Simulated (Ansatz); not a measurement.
# Errors in the atomisation enthalpy at 298 K

6 molecules with nitrogen; the atomisation enthalpy at 298 K in kJ/mol, computed less measured. Shapes, held fixed at every level: PBE0-D4/def2-TZVP. Flexible molecules stand in one conformer, not always the lowest. Thermal terms are harmonic and unscaled (PBE0-D4/def2-TZVP); the spin-orbit lowering of the free atoms is taken from their spectra. Programs: Ansatz 0.2.0. Measured values: Active Thermochemical Tables, CRC Handbook of Chemistry and Physics.

Levels: A = wB97M-V/def2-TZVPP; B = B2PLYP/def2-TZVPP; C = CCSD/def2-TZVPP.

```json
{"molecule": "HNC (hydrogen isocyanide)", "from tabulated heats": "1215", "A": "+13", "B": "-4", "C": "-82"}
{"molecule": "C2N2 (bisisocyanide)", "from tabulated heats": "1766", "A": "+26", "B": "+2", "C": "-170"}
{"molecule": "C2H3N (isocyanomethane)", "from tabulated heats": "2397", "A": "+1", "B": "-25", "C": "-136"}
{"molecule": "CH6N2 (methylhydrazine)", "from tabulated heats": "2875", "A": "+17", "B": "-26", "C": "-145"}
{"molecule": "C4H9NO (SMILES CCCC(N)=O)", "from tabulated heats": "5833", "A": "+15", "B": "-59", "C": "-258"}
{"molecule": "C5H9N (valeronitrile)", "from tabulated heats": "6008", "A": "+10", "B": "-53", "C": "-250"}
```

Which level does best on this set, which worst, and which err to one side?


```json
{"level": "wB97M-V/def2-TZVPP", "kind": "range-separated hybrid", "mean error": "+13.7", "mean absolute error": "13.7", "worst case": "C2N2"}
{"level": "B2PLYP/def2-TZVPP", "kind": "double hybrid", "mean error": "-27.5", "mean absolute error": "28.2", "worst case": "C4H9NO"}
{"level": "CCSD/def2-TZVPP", "kind": "coupled cluster or CI", "mean error": "-173.5", "mean absolute error": "173.5", "worst case": "C4H9NO"}
```

On this set wB97M-V/def2-TZVPP has the smallest mean absolute error and CCSD/def2-TZVPP the largest. wB97M-V/def2-TZVPP is too high in 6 of 6; B2PLYP/def2-TZVPP is too low in 5 of 6; CCSD/def2-TZVPP is too low in 6 of 6. Heats of the atoms come from ATcT where it has them. The tabulated value of C2H3N is in doubt (older tables, estimates, or at odds with other calculations) and kept here. Over the 5 molecules whose values aren't doubted the mean absolute errors are A 16.2; B 28.8; C 181.0. For B2PLYP/def2-TZVPP the error tends to grow with the atomisation enthalpy. Correlated wave functions converge slowly with the basis. CCSD also lacks the triples, which bind further. The set is small.
